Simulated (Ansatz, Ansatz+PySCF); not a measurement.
```xyz
9

C    -0.0335   -0.4773   -0.1482
C    -0.0342   -0.4889    1.1852
C     0.0471    0.7572   -0.9871
H    -0.0056   -1.4177   -0.7009
H     0.0077   -1.4373    1.7400
H    -0.0251    0.4952    1.7692
H     0.0451    1.7001   -0.3903
H     0.8919    0.7845   -1.5873
H    -0.8878    0.8368   -1.6569
```

RHF-MP2 on singlet C3H6 was run in several spherical basis sets with Ansatz (development build ahead of 0.2.0). Frozen core: 3 orbitals.

Rank the basis sets by the total energy that they give, lowest first, with the distance from the lowest.
A. 6-31G
B. 6-31G(d)
C. cc-pVDZ
D. def2-SVP
E. def2-TZVP

E (0.00 eV), C (2.96 eV), B (4.31 eV), D (5.50 eV), A (8.47 eV).

Totals follow the description of the cores as much as that of the bonds, so this order isn't one of quality for chemistry.
